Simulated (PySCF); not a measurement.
# XPS shifts beside NMR shieldings

C3H4N2.
SMILES with atom numbers: `[CH3:1]/[N:2]=[CH:3]/[C:4]#[N:5]`

Binding energies: delta-SCF UKS SCAN, pcX-2 on the ionised atom, pcseg-1 elsewhere, spin-free X2C (PySCF). Shieldings: GIAO B3LYP/pcSseg-2, non-relativistic, same geometry.

```csv
atom,C 1s (eV)
C1,292.28
C3,293.32
C4,292.60
```

Q: What are the absolute isotropic shieldings of these atoms?

A: 
```json
{"atom": "C1", "environment": "N-methyl carbon", "C 1s (eV)": "292.28", "isotropic shielding (ppm)": "124.6"}
{"atom": "C4", "environment": "nitrile carbon", "C 1s (eV)": "292.60", "isotropic shielding (ppm)": "57.3"}
{"atom": "C3", "environment": "imine carbon", "C 1s (eV)": "293.32", "isotropic shielding (ppm)": "34.7"}
```

Q: Among the listed atoms, is the one with the highest binding energy also the least shielded?

A: Yes: C3 has both (293.32 eV, 34.7 ppm).

By binding energy: C1 < C4 < C3. By shielding: C3 < C4 < C1.

Spin contamination (⟨S²⟩ against 0.75 for a pure doublet) is marked for C 1s of C4 (0.85), which makes this value less certain. Geometry: PBE0-D3(BJ)/def2-SVP; no solvent, vibrations or thermal averaging.
